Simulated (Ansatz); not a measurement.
Process, species as SMILES: C=[C]Cl → C=[C-]Cl (an electron is taken up)
B3LYP-D3(BJ)/def2-TZVP geometries, fixed; electronic energies without zero-point terms; positive where energy is released.

Basis-set convergence of the adiabatic electron affinity at B3LYP with Ansatz (an electronic-structure program). Cartesian d functions, on some or all atoms, in 6-31G*, 6-31+G*, 6-311G**, 6-311+G**; all else is spherical. The program fits the integrals of some runs and decomposes those of others, by size. Open shells are unrestricted. No added dispersion term, no relativity. Functions are those of the species that has most. Reference: the value in aug-pcseg-3, 1.673 eV, itself unsure by roughly 0.005 eV (its mean distance from aug-cc-pV(Q+d)Z, def2-QZVPPD). Deviations are taken from unrounded values.

```tsv
basis	functions	adiabatic electron affinity (eV)
6-31G*	53	1.145
6-31+G*	65	1.766
def2-SVP	56	1.094
def2-SVPD	83	1.680
pcseg-1	56	1.602
aug-pcseg-1	91	1.838
cc-pV(D+d)Z	61	1.238
aug-cc-pV(D+d)Z	96	1.756
6-311G**	75	1.581
6-311+G**	87	1.785
def2-TZVP	111	1.521
def2-TZVPD	138	1.660
pcseg-2	122	1.608
aug-pcseg-2	188	1.692
cc-pV(T+d)Z	127	1.471
aug-cc-pV(T+d)Z	193	1.692
def2-TZVPP	132	1.522
def2-TZVPPD	159	1.658
cc-pV(Q+d)Z	234	1.570
aug-cc-pV(Q+d)Z	341	1.677
def2-QZVPP	244	1.623
def2-QZVPPD	271	1.667
pcseg-3	250	1.657
aug-pcseg-3	357	1.673
```

What the diffuse functions change, pair by pair:
- 6-31G* to 6-31+G*: 12 more functions, deviation -0.528 to 0.093 eV
- def2-SVP to def2-SVPD: 27 more functions, deviation -0.579 to 0.007 eV
- pcseg-1 to aug-pcseg-1: 35 more functions, deviation -0.072 to 0.165 eV
- cc-pV(D+d)Z to aug-cc-pV(D+d)Z: 35 more functions, deviation -0.435 to 0.083 eV
- 6-311G** to 6-311+G**: 12 more functions, deviation -0.092 to 0.112 eV
- def2-TZVP to def2-TZVPD: 27 more functions, deviation -0.152 to -0.014 eV
- pcseg-2 to aug-pcseg-2: 66 more functions, deviation -0.065 to 0.019 eV
- cc-pV(T+d)Z to aug-cc-pV(T+d)Z: 66 more functions, deviation -0.202 to 0.018 eV
- def2-TZVPP to def2-TZVPPD: 27 more functions, deviation -0.152 to -0.016 eV
- cc-pV(Q+d)Z to aug-cc-pV(Q+d)Z: 107 more functions, deviation -0.104 to 0.004 eV
- def2-QZVPP to def2-QZVPPD: 27 more functions, deviation -0.051 to -0.006 eV
- pcseg-3 to aug-pcseg-3: 107 more functions, deviation -0.016 to 0.000 eV

Leaving out the reference's own pair, they bring the value nearer the reference by more than 0.005 eV in 9 of 11 pairs.
